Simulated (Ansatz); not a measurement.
A structure relaxed at PBE0-D4/def2-TZVP, charge 0, multiplicity 1:

```csv
atom,x (Å),y (Å),z (Å)
C1,-2.511,0.234,1.566
C2,-1.606,0.249,0.780
N3,-0.599,0.272,-0.106
C4,0.621,-0.355,0.109
C5,1.621,-0.143,-0.996
O6,0.849,-0.987,1.105
H7,-3.310,0.214,2.267
H8,-0.735,0.786,-0.962
H9,2.296,0.665,-0.705
H10,1.162,0.115,-1.952
H11,2.213,-1.050,-1.106
```

Q: Give its formula and SMILES.

A: C4H5NO, `C#CNC(C)=O`.

Q: Summarise the bond lengths by kind.

A: 2 × C–C 1.199 to 1.505 Å; 4 × C–H 1.063 to 1.093 Å; 2 × C–N 1.341 to 1.389 Å; 1 × H–N 1.007 Å; 1 × C–O 1.202 Å.

All numbers were calculated with Ansatz.
